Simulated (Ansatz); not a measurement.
# CF+ (quintet): wave-function methods side by side, 6-31G

How much of the correlation energy of CF+ (quintet) does each wave-function method recover here?

Computed with Ansatz 0.2.0, Gaussian basis. Level: 6-31G, core rule «outside noble gas», up to 2 orbitals frozen.

To be run: UHF; CCSD(T) on ROHF; CCSD(T) on UHF; BCCD(T) on ROHF; CISD as a restricted active space (open shells left free, so some higher excitations enter); CCSDT(Q) on ROHF; CCSDT(Q) on UHF; CISDTQ; CCSDTQ on ROHF; CCSDTQ on UHF; CASSCF and MRCISD+Q, 10 electrons in 8 orbitals; CASSCF and NEVPT2, 10 electrons in 8 orbitals; Full CI.

13 further runs of the same task are left out: 6 that didn't finish, 7 set aside as unsound or not needed. Runs told in other sessions of the task aren't counted.

### Step 1. What is computed

The geometry is a PBE0/def2-TZVP stationary point (not a proven minimum) of the parent state, kept for this charge and spin.

2 atoms, charge 1, spin multiplicity 5.

Atoms are counted from 1 here; the program's logs count them from 0.

Bond lengths: C1–F2 1.316 Å.

As a file:

```xyz
2
charge 1, multiplicity 5
C     0.0000    0.0000    0.0000
F     0.0000    0.0000    1.3159
```

### Step 2. UHF

in.yaml

```yaml
crystal:
  periodic: [false, false, false]
  atoms:
    - {symbol: C, position_ang: [0.000000, 0.000000, 0.000000]}
    - {symbol: F, position_ang: [0.000000, 0.000000, 1.315900]}
basis:
  gaussian: {orbitals: 6-31G}
total_charge: 1
magnetization: {spin_polarized: true, initial_magnetization: 4}
hamiltonian: {xc: hf}
output: {orbitals: {seedname: orbitals}}
```

Started as:

```sh
ansatz run in.yaml --threads 1 --pin off --events-out ev --progress --plain --max-ram 2393MiB
```

After this run come: CCSD(T) on ROHF; CCSD(T) on UHF; BCCD(T) on ROHF; CISD as a restricted active space (open shells left free, so some higher excitations enter); CCSDT(Q) on ROHF; CCSDT(Q) on UHF; CISDTQ; CCSDTQ on ROHF; CCSDTQ on UHF; CASSCF and MRCISD+Q, 10 electrons in 8 orbitals; CASSCF and NEVPT2, 10 electrons in 8 orbitals; Full CI.

Before running them: what should the planned runs give, taken together? Wanted: FCI from the RHF energy; RMP2 from FCI; UMP2 from FCI; RCCSD from FCI; RCCSD(T) from FCI; UCCSD(T) from FCI; RCCSDT(Q) from FCI; UCCSDT(Q) from FCI; NEVPT2 valence from FCI.

As calculated:

```
                         quantity                                                                                                                        value
          FCI from the ROHF energy                                                                                                                   -2.9643 eV
                    RMP2 from FCI                                                                                                                   +348.0 meV
                    UMP2 from FCI                                                                                                                   +336.0 meV
                   RCCSD from FCI                                                                                                                    +42.5 meV
                RCCSD(T) from FCI                                                                                                                     +8.1 meV
                UCCSD(T) from FCI                                                                                                                     +7.0 meV
               RCCSDT(Q) from FCI                                                                                                                      0.0 meV
               UCCSDT(Q) from FCI                                                                                                                     -1.3 meV
          NEVPT2 valence from FCI                                                                                                                   +402.4 meV
        MRCISD+Q valence from FCI                                                                                                                    +23.1 meV
levels within 1 kcal/mol (43 meV)  RCCSD, UCCSD, RCCSD(T), UCCSD(T), BCCD(T), RCCSDT, UCCSDT, CISDTQ, RCCSDT(Q), UCCSDT(Q), RCCSDTQ, UCCSDTQ, MRCISD+Q valence
                    T1 diagnostic                                                                                                                        0.012
   effectively unpaired electrons                                                                                                                         4.01
```

RCCSD(T) lands +8.1 meV from the yardstick (0.3 % of the correlation energy). One determinant dominates. Of the multireference levels listed MRCISD+Q valence comes nearest in total energy (+23.1 meV), which doesn't show that its space is the better one. These misses are within one basis, not against nature; the frozen cores of restricted and unrestricted runs differ, which can shift their rows.

Levels on UHF freeze UHF's core orbitals, full CI those of ROHF, so the U rows can settle a little off it for that reason alone.

With open shells the CI space here admits some higher excitations, so it is larger than plain CISD.
